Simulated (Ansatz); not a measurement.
## How far each method lies from UCCSDTQ for Ge2H (H-bridged), doublet

Geometry: a PBE0/def2-TZVP stationary point for this spin, not checked as a minimum.

```csv
atom,x (Å),y (Å),z (Å)
Ge,0.0000,-0.4466,1.1824
Ge,0.0000,-0.4466,-1.1824
H,0.0000,0.8933,0.0000
```

Basis cc-pVDZ; Ansatz 0.2.0. Only valence electrons are correlated (noble-gas cores and the filled d shells of p-block atoms frozen), which leaves 9 electrons in 31 orbitals. R marks a restricted (for open shells ROHF) determinant, U an unrestricted one. Active spaces: valence = (9e, 9o) chosen from the atoms' valence shells. No spin–orbit coupling is included, and no scalar relativity.

Full CI isn't at hand for all of this; UCCSDTQ serves as the reference, and is uncertain by about the last step of the cluster series. The frozen core follows each run's orbitals, which can shift R against U totals by a few meV for light atoms and by up to 0.1 eV past Ca.

```
UHF ⟨S²⟩                          : 0.757
T1 diagnostic (RCCSD)             : 0.0179
largest doubles amplitude (RCCSD) : 0.066
T1 diagnostic (UCCSD)             : 0.0159
```

| level | E − E(RHF) (eV) |
| --- | --- |
| UHF | -0.0551 |
| UMP2 | -4.0264 |
| UCCSD | -4.8415 |
| UCCSD(T) | -5.0529 |

(1) Estimate how far UCCSDTQ in cc-pVDZ lies from UCCSD(T). The table doesn't fix it; the size of (T) and the diagnostics are the guide.

(1) UCCSDTQ in cc-pVDZ lies 1.92 mEh below UCCSD(T), which is 25 % of the (T) step (-7.77 mEh). The diagnostics are small and the rest is a small part of (T), but (T) is large here. The miss exceeds 1 kcal/mol.

The other levels:

```csv
level,E − E(UCCSDTQ) (mEh),share of correlation (%),wall time
UCCSDT,0.63,99.66,–
UCCSDT(Q),0.04,99.98,34 s
```

The correlation energy at UCCSDTQ, counted from RHF, is -5.105 eV. That run took 39 s on 2 threads of AMD EPYC 7R13 with a shared H100 80 GB, shared host.

Run but not shown, since their state or frozen core can't be matched to the reference's or they repeat it: RHF, RMP2, CISD, RCCSD, RCCSD(T), BCCD(T), RCCSDT, RCCSDT(Q), RCCSDTQ, CASSCF (valence space), NEVPT2 (valence space), MRCISD (valence space), MRCISD+Q (valence space).

Times hold each run's SCF and search for its determinant on a shared host, so for small cases they say little of a method's own cost; they ran on 1 thread of AMD EPYC 7R13.

Natural occupations of CASSCF (valence space) about the gap: 1.984 1.965 1.955 1.941 0.985 0.055 0.047 0.034 0.033; effectively unpaired electrons, Σ n²(2−n)², 1.05.

Atomization energy (electronic, same basis, no zero-point term; atoms at the same level, unrestricted beside the R rows where the molecule is a closed shell, but restricted open-shell past Ca, as are all atoms' steps beyond CCSDT(Q)) at UCCSDTQ: 493.9 kJ/mol. Errors of other levels:

```json
{"level": "UHF", "error (kJ/mol)": "-170.2"}
{"level": "UMP2", "error (kJ/mol)": "-13.4"}
{"level": "UCCSD", "error (kJ/mol)": "-19.7"}
{"level": "UCCSD(T)", "error (kJ/mol)": "-3.4"}
{"level": "UCCSDT", "error (kJ/mol)": "-1.5"}
{"level": "UCCSDT(Q)", "error (kJ/mol)": "-0.1"}
```

This basis is far from its limit, so the value isn't to be set against a measured one.
